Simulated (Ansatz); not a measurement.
Geometry optimisation, Ansatz 0.2.0, RKS PBE0-D4/def2-SVP.

Input:

```yaml
crystal:
  periodic: [false, false, false]
  atoms:
    - { symbol: Si, position_ang: [0.0, 0.0, 0.0] }
    - { symbol: F, position_ang: [0.0, 0.0, 1.59] }
    - { symbol: H, position_ang: [1.3768, 0.0, -0.4862] }
    - { symbol: C, position_ang: [-0.8808, 1.5259, -0.6227] }
    - { symbol: H, position_ang: [-1.9334, 1.2723, -0.8671] }
    - { symbol: H, position_ang: [-0.8624, 2.3106, 0.1622] }
    - { symbol: H, position_ang: [-0.3704, 1.9025, -1.5336] }
    - { symbol: H, position_ang: [-0.6877, -1.1914, -0.4862] }
basis:
  gaussian: { orbitals: def2-SVP }
hamiltonian:
  xc: pbe0
  dispersion: d4
relax:
  f_tol: 0.02
  max_steps: 40
```

Command:

```bash
$ ansatz run input.yaml --threads 1 --pin off --max-ram 2048MiB --backend cpu --events-out ev --progress --plain --runs-dir out
```

Where does it end, and by what steps?

The run converged. After 8 steps the energy has fallen by 0.114 eV; H6 moved furthest, 0.44 Å.

```csv
step,energy less start (eV),largest force component (eV/Å),accepted
0,0.0000,1.431,yes
1,-0.0635,0.815,yes
2,-0.0846,0.093,yes
3,-0.0930,0.396,yes
4,0.0082,1.550,no
5,-0.1130,0.027,yes
6,-0.1139,0.032,yes
7,-0.1142,0.046,yes
8,-0.1143,0.008,yes
```

```xyz
8
Properties=species:S:1:pos:R:3
Si 0.005 0.009 -0.021
F -0.270 -0.179 1.575
H 1.480 0.131 -0.209
C -0.882 1.530 -0.621
H -1.968 1.445 -0.463
H -0.525 2.429 -0.096
H -0.704 1.672 -1.700
H -0.494 -1.217 -0.708
```

Whether the end is a true minimum wasn't checked by a vibrational analysis.

Run time: 20 s on 1 thread of Arm Neoverse V1, with other jobs on the host, peak memory 0.14 GiB.
